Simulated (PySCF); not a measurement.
A computed geometry (GFN2-xTB, dihedral held):
```
C 
C   1  1.3198
F   2  1.3398  1  120.85
S   2  1.7735  1  128.71  3  -179.25
C   4  1.8209  2  101.07  1    29.31
F   5  1.3559  4  111.78  2    57.90
H   1  1.0715  2  122.53  3  -179.17
H   1  1.0749  2  119.82  3     1.34
H   5  1.0929  4  106.10  2   175.95
H   5  1.0928  4  110.83  2   -62.91
```
Z-matrix in Å and degrees, rows numbered from 1.

Charge 0, singlet.

Read off the bonds between heavy atoms and their formal orders.

C1–C2 (double); C2–F3 (single); C2–S4 (single); S4–C5 (single); C5–F6 (single). Hydrogens: H7, H8 on C1; H9, H10 on C5.

Which species is it?

`C=C(F)SCF`, C3H4F2S. Among its features: C=C double bond, sulfide and C–F bond.

Name the point group.

C1 (no symmetry element, even within 0.4 Å).

Classify the heavy atoms.

C1: terminal =CH2 carbon; C2: vinylic C–F carbon; F3: vinyl fluorine; S4: sulfide sulfur; C5: sp3 C–F carbon; F6: alkyl fluorine.

What is the arrangement about S4?

It has 2 neighbours (C2, C5) and is bent (angle 101.1°).

What is the arrangement about C5?

It has 4 neighbours (S4, F6, H9, H10) and is tetrahedral (angles from 106.1° to 111.8°).

The geometry is a constrained GFN2-xTB structure with the dihedral F3–C2–S4–C5 held at 210°, isolated molecule; it need not be a minimum.
